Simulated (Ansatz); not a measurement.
Working through a ranking of conformers of C₄H₇NS, SMILES C#CC(C)(N)S

With Ansatz 0.2.0 through its Python package.

Interactive session:
```pycon
>>> import ansatz as az
>>> from rdkit import Chem
>>> from rdkit.Chem import AllChem
>>> rd = Chem.AddHs(Chem.MolFromSmiles("C#CC(C)(N)S"))
>>> ids = list(AllChem.EmbedMultipleConfs(rd, numConfs=20, randomSeed=403, pruneRmsThresh=0.4))
>>> field = [energy for _, energy in AllChem.MMFFOptimizeMoleculeConfs(rd)]
>>> distinct = {round(e, 2): i for i, e in zip(ids, field)}
>>> chosen = sorted(distinct.items())[:3]
>>> found = []
>>> for force_field, index in chosen:
...     molecule = az.Crystal.molecule()
...     for atom, xyz in zip(rd.GetAtoms(), rd.GetConformer(index).GetPositions()):
...         molecule = molecule.atom(atom.GetSymbol(), xyz.round(5).tolist())
...     job = (
...         molecule.calculation()
...         .basis(gaussian="6-31G*")
...         .functional("HF")
...     )
...     found.append(job.run().report["free_energy_ev"])
...
>>> print("conformer   MMFF (kcal/mol)   this level (kJ/mol)")
conformer   MMFF (kcal/mol)   this level (kJ/mol)
>>> for (force_field, index), e in zip(chosen, found):
...     print(f"{index:9d} {force_field - chosen[0][0]:17.2f} {96.485332 * (e - min(found)):17.3f}")
...
        1              0.00             0.000
        0              0.30             2.609
```

The conformers keep their force-field geometries. Run time: 3.2 s on 1 thread of Arm Neoverse V2, with other jobs on the host, peak memory 0.32 GiB.
